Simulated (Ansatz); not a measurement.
# One shape, several levels: BH2 (SMILES [BH2])

Aim: a comparison of 6 runs (U-r2SCAN/3-21G, UHSE06/3-21G, UB3LYP/6-311G**, UBCCD(T)/6-311G**, FCI/3-21G, FCI/6-311G**) of BH2. 

Program for the calculation: Ansatz 0.2.0.

58 further runs of the same task are left out: 58 set aside as unsound or not needed.

**1. The structure to begin with**

BH2 has 3 atoms, charge 0, and is taken as a doublet. SMILES: `[BH2]`. The H3–B1 distance was set to 1.449 Å, away from the relaxed value.

Bond lengths: B1–H2 1.159 Å. A long bond or contact: B1–H3 1.449 Å.

**2. A single-point energy at U-r2SCAN/3-21G (run 1)**

File molecule.yaml:

```yaml
crystal:
  periodic: [false, false, false]
  atoms:
    - {symbol: B, position_ang: [0.464245, -0.003031, 0.258195]}
    - {symbol: H, position_ang: [0.481425, 1.148519, 0.390535]}
    - {symbol: H, position_ang: [-0.542860, -0.819090, -0.389630]}
basis:
  gaussian:
    orbitals: 3-21G.json
magnetization:
  spin_polarized: true
  initial_magnetization: 1
hamiltonian:
  xc: {name: r2SCAN}
accuracy: high
```

The basis set 3-21G is read from a file made from the Basis Set Exchange's data (not shown).

The run is started by

```
$ ansatz run molecule.yaml --threads 1 --pin off --max-ram 2610MiB --events-out events.jsonl --progress --plain --runs-dir runs
```

Log:

```text
Warning: RAYON_NUM_THREADS=1 ignored (pool sized by the plan → 1); use --threads N
Functional definition: r2SCAN
  name "r2SCAN"
  parameter k0 = 0.174
  parameter k1 = 0.065
  parameter a1 = 4.9479
  exchange = r2scan_x(k0 = k0, k1 = k1, a1 = a1)
  correlation = r2scan_c
249 factors; integrals over basis functions are off by at most 3.5e-9 eV
mean field evaluation 1: about -700.3015 eV, gradient 3.8e0 eV
mean field evaluation 2: about -700.4119 eV, gradient 1.7e0 eV
mean field evaluation 4: about -700.4386 eV, gradient 8.9e-2 eV
mean field evaluation 8: about -700.4223 eV, gradient 7.3e-3 eV
mean field evaluation 16: about -700.4223 eV, gradient 8.9e-7 eV
mean field -700.42229265 eV, -25.7400444917 hartree, gradient 9.0e-8 eV, S^2 0.751324; 1 other end points of the search recorded, 0 dependent functions left out
reference -700.42229350 eV, -25.7400445230 hartree; 4, 3 occupied and 9, 10 virtual orbitals, 249 factors
Total energy: -700.42229350 eV, -25.7400445230 hartree
```

It took 1.6 s on 1 thread of Arm Neoverse V1, shared host; peak memory 0.13 GiB.

**3. The energy at UHSE06/3-21G (run 2)**

File in.yaml:

```yaml
crystal:
  periodic: [false, false, false]
  atoms:
    - symbol: B
      position_ang: [0.464245, -0.003031, 0.258195]
    - symbol: H
      position_ang: [0.481425, 1.148519, 0.390535]
    - symbol: H
      position_ang: [-0.542860, -0.819090, -0.389630]
basis:
  gaussian:
    orbitals: 3-21G.json
hamiltonian:
  xc: hse06
magnetization:
  spin_polarized: true
  initial_magnetization: 1
accuracy: high
```

The basis set 3-21G is read from a file made from the Basis Set Exchange's data (not shown).

The run is started by

```
$ ansatz run in.yaml --threads 1 --pin off --max-ram 2610MiB --events-out events.jsonl --progress --plain --runs-dir runs
```

Log:

```text
Warning: RAYON_NUM_THREADS=1 ignored (pool sized by the plan → 1); use --threads N
Functional definition: HSE06
  name "HSE06"
  parameter a = 0.25
  parameter omega = 0.11/bohr
  exchange = pbe_x - a*pbe_x_sr(omega) + a*exact_x_sr(omega)
  correlation = pbe_c
249 factors; integrals over basis functions are off by at most 3.5e-9 eV
55 factors; integrals over basis functions are off by at most 9.1e-10 eV
mean field evaluation 1: about -699.6495 eV, gradient 3.5e0 eV
mean field evaluation 2: about -699.7591 eV, gradient 1.4e0 eV
mean field evaluation 4: about -699.7768 eV, gradient 8.3e-2 eV
mean field evaluation 8: about -699.7619 eV, gradient 1.5e-3 eV
mean field evaluation 16: about -699.7619 eV, gradient 1.3e-7 eV
mean field -699.76185829 eV, -25.7157739765 hartree, gradient 1.5e-8 eV, S^2 0.750669; 1 other end points of the search recorded, 0 dependent functions left out
reference -699.76186016 eV, -25.7157740452 hartree; 4, 3 occupied and 9, 10 virtual orbitals, 249 factors
Total energy: -699.76186016 eV, -25.7157740452 hartree
```

Wall time 0.89 s (1 thread of Arm Neoverse V1, shared host).

Runs 3 to 5 aren't shown in full; the table further down has their settings and results.

**4. The energy at FCI/6-311G(d,p) (run 6)**

File in.yaml:

```yaml
crystal:
  periodic: [false, false, false]
  atoms:
    - {symbol: B, position_ang: [0.464245, -0.003031, 0.258195]}
    - {symbol: H, position_ang: [0.481425, 1.148519, 0.390535]}
    - {symbol: H, position_ang: [-0.542860, -0.819090, -0.389630]}
basis:
  gaussian:
    orbitals: 6-311G_st__st_.json
total_charge: 0
magnetization:
  spin_polarized: true
  initial_magnetization: 1
correlation:
  method: fci
  frozen_orbitals: {B: 1, H: 0}
accuracy: high
```

The basis set 6-311G** is read from a file made from the Basis Set Exchange's data (not shown).

The run is started by

```
$ ansatz run in.yaml --threads 1 --pin off --max-ram 2610MiB --events-out events.jsonl --progress --plain --runs-dir runs
```

Log:

```text
Warning: RAYON_NUM_THREADS=1 ignored (pool sized by the plan → 1); use --threads N
Functional definition: HF
  name "HF"
  exchange = exact_x
  correlation = 0
537 factors; integrals over basis functions are off by at most 3.5e-9 eV
mean field evaluation 1: about -699.4866 eV, gradient 7.4e0 eV
mean field evaluation 2: about -699.4867 eV, gradient 7.4e0 eV
mean field evaluation 4: about -700.2668 eV, gradient 8.1e-1 eV
mean field evaluation 8: about -700.2847 eV, gradient 4.8e-4 eV
mean field evaluation 16: about -700.2809 eV, gradient 3.4e-1 eV
mean field -700.28458506 eV, -25.7349838311 hartree, gradient 1.9e-8 eV, S^2 0.752792; 2 other end points of the search recorded, 0 dependent functions left out
1 core orbitals not correlated: weight in the atoms' cores, before any rotation towards them, 1.000 or more for the frozen orbitals, at most 0.000 for the correlated occupied ones
reference -700.25139264 eV, -25.7337640321 hartree; 3, 2 occupied and 26, 27 virtual orbitals, 537 factors
state -702.84444938 eV, -25.8290571097 hartree
Total energy: -702.84444938 eV, -25.8290571097 hartree
```

Wall time 5.4 s (1 thread of Arm Neoverse V1, shared host); peak memory 0.15 GiB.

**5. The series**

```tsv
run	level	frozen core orbitals	energy (Eh)	⟨S²⟩	wall time
1	U-r2SCAN/3-21G	–	-25.740045	0.751	1.6 s
2	UHSE06/3-21G	–	-25.715774	0.751	0.89 s
3	UB3LYP/6-311G**	–	-25.922941	0.751	0.99 s
4	UBCCD(T)/6-311G**	1	-25.828554	0.753	0.83 s
5	FCI/3-21G	1	-25.637719	–	0.3 s
6	FCI/6-311G**	1	-25.829057	–	5.4 s
```

**6. What came out**

| quantity | value |
| --- | --- |
| run 6: total energy | -25.82906 Eh |
| run 6: correlation energy (1 core orbital frozen) | -95.3 mEh |

**Reading.** Totals of different functionals can't be ranked against each other. All runs together took 10 s, the longest 5.4 s.
